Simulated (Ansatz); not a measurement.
A relaxed structure of InSb. All values below come from PBE (plane waves to 420 eV, PAW, scalar-relativistic; Ansatz, a program for electronic structure).

```cif
data_InSb
_chemical_formula_sum 'In1 Sb1'
_space_group_name_H-M_alt 'P 1'
_space_group_IT_number 1
_cell_length_a 4.69149
_cell_length_b 4.69149
_cell_length_c 4.69149
_cell_angle_alpha 60.000
_cell_angle_beta 60.000
_cell_angle_gamma 60.000
loop_
_space_group_symop_operation_xyz
  'x, y, z'
loop_
_atom_site_label
_atom_site_type_symbol
_atom_site_fract_x
_atom_site_fract_y
_atom_site_fract_z
_atom_site_occupancy
In1 In 0.25000 0.25000 0.25000 1
Sb1 Sb 0.00000 0.00000 0.00000 1
```

Task: Find the space group and the Wyckoff positions (tolerance 0.01 Å).

Result: Space group F-43m (No. 216); a = 6.6348 Å, b = 6.6348 Å, c = 6.6348 Å, α = 90.00°, β = 90.00°, γ = 90.00°

```
atom  site  symmetry       x       y       z
----  ----  --------  ------  ------  ------
In      4d      -43m  0.7500  0.7500  0.7500
Sb      4a      -43m  0.0000  0.0000  0.0000
```

This is the zinc blende type.

Task: Give the shortest distances between elements (the closest pairs, up to four, under 3.6 Å).

Result: In–Sb 2.87 Å.

```json
{
 "volume_per_atom": "36.51 Å³",
 "band_gap": "zero (the bands touch at this level, without spin-orbit coupling)"
}
```

No spin polarisation in the result. Spin-orbit coupling is missing; with elements this heavy it can move band edges by tenths of an eV or more. The gap comes from the SCF mesh and the high-symmetry points alone.

Measured for InSb: a 6.468 Å (static lattice; corrected from measurement; as listed in Daniel Mejia-Rodriguez, S. B. Trickey, Phys. Rev. B (2018)); gap 0.235 eV (0 K or low temperature; as listed in I. Vurgaftman, J. R. Meyer, L. R. Ram-Mohan, Journal of Applied Physics (2001)). Computed minus measured — a: PBE +2.6 %; gap: PBE -0.23 eV. The computed values are for a static lattice, and a measured gap can be an optical one, lowered by exciton binding.

The run could not lose the symmetry of its start.
